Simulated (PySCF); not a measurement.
C2H3, SMILES [CH]=C, multiplicity 2. Geometry optimised at PBE-D3(BJ)/def2-TZVP. The isomer is the one that the SMILES or the coordinates give; other isomers of the formula were not compared.

All values below come from PBE-D3(BJ)/def2-TZVP (PySCF).

Harmonic wavenumbers (cm⁻¹): 680, 783, 882, 1005, 1343, 1617, 2972, 3070, 3178. Rotational constants (GHz): 234.8, 32.38, 28.46; symmetry number 1.

Problem. Work out the zero-point energy and the ideal-gas rigid-rotor harmonic-oscillator thermochemistry at 298.15 K and 1 atm.

Solution. ZPE = ½ Σ hcν = ½ × 15529 cm⁻¹ = 22.20 kcal/mol. H − E(el) = 24.76 kcal/mol. Entropy in cal/(mol K): translation 35.82, rotation 17.95, vibration 0.82, spin 1.38, total 55.97. G − E(el) = 8.08 kcal/mol. Cp = 10.57 cal/(mol K).
